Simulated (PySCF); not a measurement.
butadiene (C4H6), SMILES C=CC=C. Atoms are numbered in the order given.

```xyz
10

C     -0.1090     1.8604     0.0000
C      0.4009     0.6078     0.0000
C     -0.4009    -0.6078     0.0000
C      0.1090    -1.8604     0.0000
H     -1.1982     2.0326     0.0000
H      0.5401     2.7488     0.0000
H      1.4978     0.4708     0.0000
H     -1.4978    -0.4708     0.0000
H     -0.5401    -2.7488     0.0000
H      1.1982    -2.0326     0.0000
```
Charge 0, spin multiplicity 1.

Geometry: PBE-D3(BJ)/def2-SVP. The values are those of a single conformer.

All values below come from PBE-D3(BJ)/def2-SVP (PySCF).

Harmonic, unscaled wavenumbers; measured fundamentals usually lie a few per cent lower.

| mode | ν (cm⁻¹) | IR (km/mol) | moving atoms (share of kinetic energy) |
|---|---|---|---|
| 1 | 181 | 0.5 | C 68 %, H 32 % |
| 2 | 288 | 2.2 | C 58 %, H 42 % |
| 3 | 501 | 0.0 | C 67 %, H 33 % |
| 4 | 523 | 9.3 | H 94 % |
| 5 | 756 | 0.0 | H 59 %, C 41 % |
| 6 | 880 | 0.0 | H 55 %, C 45 % |
| 7 | 886 | 70.0 | H 71 %, C 29 % |
| 8 | 889 | 0.0 | H 73 %, C 27 % |
| 9 | 957 | 2.6 | H 82 %, C 18 % |
| 10 | 962 | 0.0 | H 81 %, C 19 % |
| 11 | 1023 | 25.7 | H 91 %, C 9 % |
| 12 | 1191 | 0.0 | C 50 %, H 50 % |
| 13 | 1256 | 2.7 | H 78 %, C 22 % |
| 14 | 1258 | 0.0 | H 72 %, C 28 % |
| 15 | 1347 | 5.3 | H 85 %, C 15 % |
| 16 | 1402 | 0.0 | H 79 %, C 21 % |
| 17 | 1613 | 13.3 | C 84 %, H 16 % |
| 18 | 1668 | 0.0 | C 88 %, H 12 % |
| 19 | 3066 | 0.0 | H 93 % |
| 20 | 3072 | 19.5 | H 94 % |
| 21 | 3077 | 0.0 | H 93 % |
| 22 | 3079 | 8.4 | H 92 %, C 8 % |
| 23 | 3176 | 0.2 | H 89 %, C 11 % |
| 24 | 3176 | 14.0 | H 89 %, C 11 % |
